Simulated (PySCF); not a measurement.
Reaction (SMILES): C1CC=1 → C1=[C-]C1 + H+
B3LYP-D3(BJ)/def2-TZVP geometries, fixed; electronic energies without zero-point terms.

Effect of the SCF energy threshold at B3LYP/aug-cc-pVTZ with PySCF, against the last row, where the deprotonation energy is 393.68 kcal/mol. The proton leaves the site shown, which need not be the most acidic.

```
setting          SCF cycles, largest species  largest shift of a total energy (mEh)  shift of the deprotonation energy (kcal/mol)
---------------  ---------------------------  -------------------------------------  --------------------------------------------
conv_tol: 1e-4                             5                                  0.008                                        -0.004
conv_tol: 1e-5                             6                                  0.001                                         0.001
conv_tol: 1e-6                             7                                  0.000                                         0.000
conv_tol: 1e-7                             7                                  0.000                                         0.000
conv_tol: 1e-11                            9                                  0.000                                         0.000
```

Within 0.02 kcal/mol in the deprotonation energy: conv_tol: 1e-4; conv_tol: 1e-5; conv_tol: 1e-6; conv_tol: 1e-7. The largest shift is 0.008 mEh in a total energy and 0.004 kcal/mol in the difference.
